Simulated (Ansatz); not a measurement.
We consider BiOBr (P4/nmm, No. 129), described by G0W0@PBEsol (plane waves, hard PAW, contour deformation; Ansatz, a program for electronic structure).

The cell has the measured lattice parameters. Conventional cell: a = 3.9160 Å, b = 3.9160 Å, c = 8.0770 Å, α = 90.00°, β = 90.00°, γ = 90.00°.

The quasiparticle gap at Γ at a fixed k mesh 2×2×2:

| response cutoff | value (eV) |
|---|---|
| 105 eV, 556 empty bands | 3.958 |
| 140 eV, 856 empty bands | 4.006 |
| 175 eV, 1196 empty bands | 4.036 |
| 210 eV, 1572 empty bands | 4.051 |

Task: Taking the value to converge with the response cutoff E as E^(−3/2), extrapolate from the last two rows.

Result: With y = y∞ + c/w and weights w = 2315 and 3043 for the last two rows, y∞ = (w2 y2 − w1 y1)/(w2 − w1) = (3043 × 4.051 − 2315 × 4.036)/728 = 4.099 eV, which lies 0.048 beyond the last row. Successive pairs of rows give 4.095, 4.112, 4.099. The limit also hangs on the law assumed, so its last digits aren't firm.

The other settings are not extrapolated, so this is the limit in one setting alone.

The smallest gap on this mesh is 3.15 eV, away from Γ.

Spin–orbit coupling is not included; with these elements it can move the gap by several tenths of an eV or more.
